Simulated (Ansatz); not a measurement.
Frontier orbitals of B2H4O, SMILES `BBO`.

Cartesian coordinates in Å:
```
B -0.629 -0.093 -1.030
B 0.347 -0.099 0.326
O 0.156 0.727 1.386
H -0.370 0.567 -1.997
H -1.577 -0.821 -1.133
H 1.273 -0.883 0.360
H 0.801 0.603 2.087
```

Charge 0, multiplicity 1. All single points use the PBE0-D4/def2-TZVP geometry. It is one conformer, not always the lowest. Basis def2-TZVPP, Ansatz 0.2.0.

Compute the vertical ionisation energy as the energy of the cation minus that of the neutral molecule, at each level. (Estimate.)

Computed: 
| level | IE (eV) | difference from CCSD(T)/CBS(def2) |
| --- | --- | --- |
| PBE-D4/def2-TZVPP | 10.18 | -0.63 |
| r2SCAN-D4/def2-TZVPP | 10.25 | -0.55 |
| PBE0-D4/def2-TZVPP | 10.44 | -0.36 |
| B3LYP-D4/def2-TZVPP | 10.51 | -0.29 |
| ωB97X-V/def2-TZVPP | 10.61 | -0.20 |
| ωB97M-V/def2-TZVPP | 10.62 | -0.19 |
| B2PLYP/def2-TZVPP | 10.52 | -0.28 |
| HF/def2-TZVPP | 10.02 | -0.78 |
| MP2/def2-TZVPP | 10.70 | -0.10 |
| CCSD/def2-TZVPP | 10.72 | -0.09 |
| CCSD(T)/def2-TZVPP | 10.68 | -0.12 |
| HF/def2-QZVPP | 10.02 | -0.78 |
| MP2/def2-QZVPP | 10.77 | -0.03 |
| HF/CBS(def2) | 10.02 | -0.78 |
| MP2/CBS(def2) | 10.82 | 0.02 |
| CCSD/CBS(def2) | 10.84 | 0.03 |
| CCSD(T)/CBS(def2) | 10.81 | 0.00 |

B3LYP here is the variant with VWN-RPA as its local correlation; programs differ in this.
